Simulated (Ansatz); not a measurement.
Ansatz (a first-principles code) input (B3LYP-D3(BJ)/def2-TZVP):

Ansatz 0.2 input:
```yaml
crystal:
  periodic: [false, false, false]
  atoms:
    - {symbol: C, position_ang: [0.00329743, -0.68959053, 0.83425245]}
    - {symbol: C, position_ang: [-0.00671643, 0.63296015, 0.90078215]}
    - {symbol: C, position_ang: [0.00781639, -0.84964659, -0.66746692]}
    - {symbol: C, position_ang: [-0.00399140, 0.72131498, -0.62771037]}
    - {symbol: H, position_ang: [-0.01400541, 1.37887752, 1.67955288]}
    - {symbol: H, position_ang: [-0.87973595, -1.30934951, -1.10071269]}
    - {symbol: H, position_ang: [0.90403817, -1.29604212, -1.09676329]}
    - {symbol: H, position_ang: [0.89064925, 1.17483501, -1.05862435]}
    - {symbol: H, position_ang: [-0.90338201, 1.16145109, -1.06259646]}
basis:
  gaussian:
    orbitals: def2-TZVP
hamiltonian:
  xc: b3lyp
  dispersion: d3bj
magnetization: {spin_polarized: true, initial_magnetization: 1}
phonons: {temperatures: {t_min: 298.15, t_max: 298.15, t_step: 100}}
```

Output:

```
Functional definition: B3LYP
integrals: 0.05 GiB planned
940 factors; their error is unknown
mean field: 0.75 GiB planned
mean field evaluation 1: about -4218.7126 eV, gradient 4.2e1 eV
mean field evaluation 2: about -4211.7034 eV, gradient 5.6e1 eV
mean field evaluation 4: about -4227.0932 eV, gradient 5.0e0 eV
mean field evaluation 8: about -4227.1929 eV, gradient 4.3e-1 eV
mean field evaluation 16: about -4227.1936 eV, gradient 1.4e-4 eV
mean field -4227.19363448 eV, -155.3465007723 hartree, gradient 3.7e-5 eV, S^2 0.757274; 0 other end points of the search recorded, 0 dependent functions left out
the calculation of the forces begins
reference -4227.19388281 eV, -155.3465098983 hartree; 15, 14 occupied and 139, 140 virtual orbitals, 940 factors
these checks for a lower state are left out or cut short: stability, starts, cluster_reference, orbital_swaps, neighbouring_geometries, increment
integrals: 0.05 GiB planned
940 factors; their error is unknown
mean field: 0.75 GiB planned
mean field -4227.19342507 eV, -155.3464930767 hartree, gradient 3.3e-6 eV, S^2 0.757367; 0 other end points of the search recorded, 0 dependent functions left out
the calculation of the forces begins
reference -4227.19367340 eV, -155.3465022027 hartree; 15, 14 occupied and 139, 140 virtual orbitals, 940 factors
these checks for a lower state are left out or cut short: stability, starts, cluster_reference, orbital_swaps, neighbouring_geometries, increment
integrals: 0.05 GiB planned
940 factors; their error is unknown
mean field: 0.75 GiB planned
mean field evaluation 32: about -4227.1935 eV, gradient 7.1e-3 eV
mean field -4227.19346178 eV, -155.3464944256 hartree, gradient 3.5e-6 eV, S^2 0.757184; 0 other end points of the search recorded, 0 dependent functions left out
the calculation of the forces begins
reference -4227.19371011 eV, -155.3465035516 hartree; 15, 14 occupied and 139, 140 virtual orbitals, 940 factors
these checks for a lower state are left out or cut short: stability, starts, cluster_reference, orbital_swaps, neighbouring_geometries, increment
integrals: 0.05 GiB planned
940 factors; their error is unknown
mean field: 0.75 GiB planned
mean field -4227.19359392 eV, -155.3464992819 hartree, gradient 3.5e-6 eV, S^2 0.757267; 0 other end points of the search recorded, 0 dependent functions left out
the calculation of the forces begins
reference -4227.19384227 eV, -155.3465084084 hartree; 15, 14 occupied and 139, 140 virtual orbitals, 940 factors
these checks for a lower state are left out or cut short: stability, starts, cluster_reference, orbital_swaps, neighbouring_geometries, increment
integrals: 0.05 GiB planned
940 factors; their error is unknown
mean field: 0.75 GiB planned
mean field -4227.19356454 eV, -155.3464982020 hartree, gradient 3.4e-6 eV, S^2 0.757282; 0 other end points of the search recorded, 0 dependent functions left out
the calculation of the forces begins
reference -4227.19381285 eV, -155.3465073275 hartree; 15, 14 occupied and 139, 140 virtual orbitals, 940 factors
these checks for a lower state are left out or cut short: stability, starts, cluster_reference, orbital_swaps, neighbouring_geometries, increment
integrals: 0.05 GiB planned
940 factors; their error is unknown
mean field: 0.75 GiB planned
mean field -4227.19338940 eV, -155.3464917659 hartree, gradient 2.0e-6 eV, S^2 0.757206; 0 other end points of the search recorded, 0 dependent functions left out
the calculation of the forces begins
reference -4227.19363778 eV, -155.3465008936 hartree; 15, 14 occupied and 139, 140 virtual orbitals, 940 factors
these checks for a lower state are left out or cut short: stability, starts, cluster_reference, orbital_swaps, neighbouring_geometries, increment
integrals: 0.05 GiB planned
[...]
these checks for a lower state are left out or cut short: stability, starts, cluster_reference, orbital_swaps, neighbouring_geometries, increment
integrals: 0.05 GiB planned
940 factors; their error is unknown
mean field: 0.75 GiB planned
mean field evaluation 160: about -4227.1936 eV, gradient 7.2e-3 eV
mean field -4227.19358297 eV, -155.3464988796 hartree, gradient 3.4e-6 eV, S^2 0.757274; 0 other end points of the search recorded, 0 dependent functions left out
the calculation of the forces begins
reference -4227.19383127 eV, -155.3465080043 hartree; 15, 14 occupied and 139, 140 virtual orbitals, 940 factors
these checks for a lower state are left out or cut short: stability, starts, cluster_reference, orbital_swaps, neighbouring_geometries, increment
integrals: 0.05 GiB planned
940 factors; their error is unknown
mean field: 0.75 GiB planned
mean field -4227.19361638 eV, -155.3465001073 hartree, gradient 3.4e-6 eV, S^2 0.757275; 0 other end points of the search recorded, 0 dependent functions left out
the calculation of the forces begins
reference -4227.19386475 eV, -155.3465092346 hartree; 15, 14 occupied and 139, 140 virtual orbitals, 940 factors
these checks for a lower state are left out or cut short: stability, starts, cluster_reference, orbital_swaps, neighbouring_geometries, increment
integrals: 0.05 GiB planned
940 factors; their error is unknown
mean field: 0.75 GiB planned
mean field -4227.19355026 eV, -155.3464976772 hartree, gradient 3.4e-6 eV, S^2 0.757275; 0 other end points of the search recorded, 0 dependent functions left out
the calculation of the forces begins
reference -4227.19379852 eV, -155.3465068009 hartree; 15, 14 occupied and 139, 140 virtual orbitals, 940 factors
these checks for a lower state are left out or cut short: stability, starts, cluster_reference, orbital_swaps, neighbouring_geometries, increment
integrals: 0.05 GiB planned
940 factors; their error is unknown
mean field: 0.75 GiB planned
mean field -4227.19357060 eV, -155.3464984250 hartree, gradient 3.4e-6 eV, S^2 0.757274; 0 other end points of the search recorded, 0 dependent functions left out
the calculation of the forces begins
reference -4227.19381900 eV, -155.3465075533 hartree; 15, 14 occupied and 139, 140 virtual orbitals, 940 factors
these checks for a lower state are left out or cut short: stability, starts, cluster_reference, orbital_swaps, neighbouring_geometries, increment
integrals: 0.05 GiB planned
940 factors; their error is unknown
mean field: 0.75 GiB planned
mean field -4227.19358413 eV, -155.3464989222 hartree, gradient 3.4e-6 eV, S^2 0.757275; 0 other end points of the search recorded, 0 dependent functions left out
the calculation of the forces begins
reference -4227.19383243 eV, -155.3465080468 hartree; 15, 14 occupied and 139, 140 virtual orbitals, 940 factors
these checks for a lower state are left out or cut short: stability, starts, cluster_reference, orbital_swaps, neighbouring_geometries, increment
integrals: 0.05 GiB planned
940 factors; their error is unknown
mean field: 0.75 GiB planned
mean field evaluation 192: about -4227.2160 eV, gradient 4.3e-4 eV
mean field -4227.19362644 eV, -155.3465004768 hartree, gradient 3.4e-6 eV, S^2 0.757274; 0 other end points of the search recorded, 0 dependent functions left out
the calculation of the forces begins
reference -4227.19387481 eV, -155.3465096042 hartree; 15, 14 occupied and 139, 140 virtual orbitals, 940 factors
these checks for a lower state are left out or cut short: stability, starts, cluster_reference, orbital_swaps, neighbouring_geometries, increment
integrals: 0.05 GiB planned
940 factors; their error is unknown
mean field: 0.75 GiB planned
mean field -4227.19359372 eV, -155.3464992743 hartree, gradient 3.4e-6 eV, S^2 0.757275; 0 other end points of the search recorded, 0 dependent functions left out
the calculation of the forces begins
reference -4227.19384201 eV, -155.3465083988 hartree; 15, 14 occupied and 139, 140 virtual orbitals, 940 factors
these checks for a lower state are left out or cut short: stability, starts, cluster_reference, orbital_swaps, neighbouring_geometries, increment
integrals: 0.05 GiB planned
940 factors; their error is unknown
mean field: 0.75 GiB planned
mean field -4227.19362033 eV, -155.3465002525 hartree, gradient 3.4e-6 eV, S^2 0.757274; 0 other end points of the search recorded, 0 dependent functions left out
the calculation of the forces begins
reference -4227.19386871 eV, -155.3465093801 hartree; 15, 14 occupied and 139, 140 virtual orbitals, 940 factors
these checks for a lower state are left out or cut short: stability, starts, cluster_reference, orbital_swaps, neighbouring_geometries, increment
integrals: 0.05 GiB planned
940 factors; their error is unknown
mean field: 0.75 GiB planned
mean field -4227.19357215 eV, -155.3464984817 hartree, gradient 3.4e-6 eV, S^2 0.757273; 0 other end points of the search recorded, 0 dependent functions left out
the calculation of the forces begins
reference -4227.19382052 eV, -155.3465076091 hartree; 15, 14 occupied and 139, 140 virtual orbitals, 940 factors
these checks for a lower state are left out or cut short: stability, starts, cluster_reference, orbital_swaps, neighbouring_geometries, increment
integrals: 0.05 GiB planned
940 factors; their error is unknown
mean field: 0.75 GiB planned
mean field evaluation 224: about -4227.1935 eV, gradient 2.8e-6 eV
mean field -4227.19354937 eV, -155.3464976447 hartree, gradient 3.4e-6 eV, S^2 0.757276; 0 other end points of the search recorded, 0 dependent functions left out
the calculation of the forces begins
reference -4227.19379767 eV, -155.3465067694 hartree; 15, 14 occupied and 139, 140 virtual orbitals, 940 factors
these checks for a lower state are left out or cut short: stability, starts, cluster_reference, orbital_swaps, neighbouring_geometries, increment
integrals: 0.05 GiB planned
940 factors; their error is unknown
mean field: 0.75 GiB planned
mean field -4227.19362498 eV, -155.3465004234 hartree, gradient 3.4e-6 eV, S^2 0.757276; 0 other end points of the search recorded, 0 dependent functions left out
the calculation of the forces begins
reference -4227.19387334 eV, -155.3465095504 hartree; 15, 14 occupied and 139, 140 virtual orbitals, 940 factors
these checks for a lower state are left out or cut short: stability, starts, cluster_reference, orbital_swaps, neighbouring_geometries, increment
integrals: 0.05 GiB planned
940 factors; their error is unknown
mean field: 0.75 GiB planned
mean field -4227.19358748 eV, -155.3464990453 hartree, gradient 3.4e-6 eV, S^2 0.757272; 0 other end points of the search recorded, 0 dependent functions left out
the calculation of the forces begins
reference -4227.19383579 eV, -155.3465081704 hartree; 15, 14 occupied and 139, 140 virtual orbitals, 940 factors
these checks for a lower state are left out or cut short: stability, starts, cluster_reference, orbital_swaps, neighbouring_geometries, increment
integrals: 0.05 GiB planned
940 factors; their error is unknown
mean field: 0.75 GiB planned
mean field -4227.19359169 eV, -155.3464992000 hartree, gradient 3.5e-6 eV, S^2 0.757273; 0 other end points of the search recorded, 0 dependent functions left out
the calculation of the forces begins
reference -4227.19383999 eV, -155.3465083246 hartree; 15, 14 occupied and 139, 140 virtual orbitals, 940 factors
these checks for a lower state are left out or cut short: stability, starts, cluster_reference, orbital_swaps, neighbouring_geometries, increment
integrals: 0.05 GiB planned
940 factors; their error is unknown
mean field: 0.75 GiB planned
mean field -4227.19362348 eV, -155.3465003680 hartree, gradient 3.4e-6 eV, S^2 0.757276; 0 other end points of the search recorded, 0 dependent functions left out
the calculation of the forces begins
reference -4227.19387185 eV, -155.3465094954 hartree; 15, 14 occupied and 139, 140 virtual orbitals, 940 factors
Total energy: -4227.46551325 eV, -155.3564921330 hartree
Atom 0 at     0.003297    -0.689591     0.834252 Å, force     0.000005    -0.000508    -0.000380 eV/Å
Atom 1 at    -0.006716     0.632960     0.900782 Å, force    -0.000002     0.000346    -0.000190 eV/Å
Atom 2 at     0.007816    -0.849647    -0.667467 Å, force     0.000000    -0.000187     0.000486 eV/Å
Atom 3 at    -0.003991     0.721315    -0.627710 Å, force    -0.000004     0.000378     0.000398 eV/Å
Atom 4 at    -0.014005     1.378878     1.679553 Å, force    -0.000000     0.000089    -0.000098 eV/Å
Atom 5 at    -0.879736    -1.309350    -1.100713 Å, force    -0.000007     0.000000    -0.000085 eV/Å
Atom 6 at     0.904038    -1.296042    -1.096763 Å, force     0.000007     0.000000    -0.000085 eV/Å
Atom 7 at     0.890649     1.174835    -1.058624 Å, force    -0.000019    -0.000059    -0.000023 eV/Å
Atom 8 at    -0.903382     1.161451    -1.062596 Å, force     0.000020    -0.000059    -0.000023 eV/Å
Dipole moment:    -0.000763     0.176747    -0.251109 e Å
Vibrations: 328.84 711.25 823.57 836.46 870.75 890.47 1003.61 1029.27 1065.38 1125.96 1158.32 1195.88 1230.03 1462.60 1480.48 1610.42 3032.34 3070.12 3089.41 3118.86 3235.89 cm⁻¹, zero-point energy 2.006679 eV
```

It need not be the lowest isomer of its formula.
